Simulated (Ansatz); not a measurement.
## Thallium (hcp) across density functionals

All rows: Ansatz, plane waves with scalar-relativistic PAW, 420 eV (500 eV for the SCAN forms), relaxed under each functional, no dispersion correction, no zero-point motion. B₀ comes from uniform scaling at fixed shape; a dash is a value not given.

The measured cell (COD entry 9008518) has a = 3.438 Å, c = 5.478 Å (c/a = 1.593), 28.04 Å³/atom.

| functional | V (Å³/atom) | cell | B₀ (GPa) | magnetic state |
| --- | --- | --- | --- | --- |
| PBE | 31.49 | a = 3.590 Å, c = 5.642 Å (c/a = 1.571) | 27 | spin not included |
| r²SCAN | 30.17 | a = 3.539 Å, c = 5.562 Å (c/a = 1.572) | 32 | spin not included |
| LDA | 27.27 | a = 3.401 Å, c = 5.443 Å (c/a = 1.600) | 43 | spin not included |
| revPBE | 33.09 | a = 3.659 Å, c = 5.708 Å (c/a = 1.560) | 22 | spin not included |
| RPBE | 33.83 | a = 3.690 Å, c = 5.738 Å (c/a = 1.555) | 20 | spin not included |
| BLYP | 35.61 | a = 3.778 Å, c = 5.761 Å (c/a = 1.525) | 18 | spin not included |

What does PBEsol give?

V (Å³/atom): 28.59; cell: a = 3.459 Å, c = 5.518 Å (c/a = 1.595); B₀ (GPa): 37; magnetic state: spin not included.

Which functional comes closest to the measured volume?

PBEsol, off by 2.0 %. The measured value holds thermal expansion and zero-point motion, which the calculations lack.

Some functionals expand this cell far past the measured one.
